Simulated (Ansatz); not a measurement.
The input, for Ansatz 0.2.0:

```yaml
crystal:
  periodic: [false, false, false]
  atoms:
    - {symbol: Ga, position_ang: [0.059369, -0.176648, 1.250642]}
    - {symbol: P, position_ang: [-0.105505, 1.143585, -0.816678]}
    - {symbol: S, position_ang: [-0.028884, -0.710546, -1.833550]}
    - {symbol: H, position_ang: [0.054224, -0.318548, -3.085654]}
basis:
  gaussian: {orbitals: cc-pVDZ}
magnetization: {spin_polarized: true, initial_magnetization: 1}
correlation: {method: ccsdt_q, electrons: outside_noble_gas}
```

```sh
$ ansatz run in.yaml --threads 1 --pin off --events-out ev --progress --plain --max-ram 2393MiB
```

(1) Roughly how long does this take on 1 thread of Arm Neoverse V1, shared host, and how much host memory?

```
1361 factors; integrals over basis functions are off by at most 2.4e-7 eV
mean field evaluation 1: about -72437.6930 eV, gradient 8.4e0 eV
mean field evaluation 2: about -72437.7219 eV, gradient 8.4e0 eV
mean field evaluation 4: about -72438.6183 eV, gradient 1.5e0 eV
mean field evaluation 8: about -72438.6827 eV, gradient 1.9e-1 eV
mean field evaluation 16: about -72438.6866 eV, gradient 3.0e-6 eV
mean field evaluation 32: about -72438.6865 eV, gradient 8.9e-3 eV
mean field evaluation 64: about -72437.9752 eV, gradient 3.6e0 eV
mean field evaluation 96: about -72437.3289 eV, gradient 2.2e0 eV
mean field evaluation 128: about -72437.0004 eV, gradient 7.8e-1 eV
mean field evaluation 160: about -72437.5850 eV, gradient 9.3e-4 eV
...
cycle  14  -8.87401065 eV  change   -9.4e-5 eV  update   1.1e-4
cycle  15  -8.87404504 eV  change   -3.4e-5 eV  update   7.1e-5
cycle  16  -8.87404117 eV  change    3.9e-6 eV  update   4.8e-5
cycle  17  -8.87404811 eV  change   -6.9e-6 eV  update   2.7e-5
cycle  18  -8.87404420 eV  change    3.9e-6 eV  update   1.8e-5
cycle  19  -8.87404513 eV  change   -9.3e-7 eV  update   1.1e-5
cycle  20  -8.87404935 eV  change   -4.2e-6 eV  update   7.0e-6
cycle  21  -8.87404972 eV  change   -3.7e-7 eV  update   4.0e-6
cycle  22  -8.87404826 eV  change    1.5e-6 eV  update   2.7e-6
cycle  23  -8.87404707 eV  change    1.2e-6 eV  update   1.7e-6
perturbative correction -0.02614515 eV, -0.0009608166 hartree
Total energy: -72447.58676832 eV, -2662.3997069978 hartree
```

## Answers

(1) 4 min wall and 0.95 GiB.
